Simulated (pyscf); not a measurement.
PySCF, gas phase, ωB97X-D3(BJ)/def2-SVP geometries. MP2 and CC: frozen core, UHF for open shells. ΔMP2 is the change of the MP2 total energy from the triple- to the quadruple-zeta basis.

[HN=SiH]• + ammonia (NH₃) -> HN=SiH₂ + amino radical (NH₂•)
Surface: doublet. Broken: H–N. Formed: H–Si. Give ΔE‡ and ΔE from CCSD(T)/def2-TZVPP + ΔMP2(QZVPP), relative to the separated reactants.

ΔE‡ = 1.39 eV, ΔE = +1.24 eV. Zero-point energy shifts the barrier by -0.11 eV. It is a hydrogen abstraction, with an imaginary mode of 595i cm⁻¹. The products may also form a dative adduct at HN=SiH₂; it and routes through it were not searched. From the product side, •HN–SiH₂–NH₂ lies, by one bond made or cut, 2.95 eV under this saddle at ωB97M-D3(BJ)/def2-TZVP. HN=SiH₂ lies 0.79 eV over its isomer H₂N–SiH: [singlet] (electronic energy, ωB97M-D3(BJ)/def2-TZVP). This is the saddle that the search found; another between the same sides may lie lower. The angle at the transferred H is 167°. The CCSD(T) − MP2 part came from Ansatz, without density fitting, on the same reference. An open-shell T1 diagnostic exceeds 0.045.
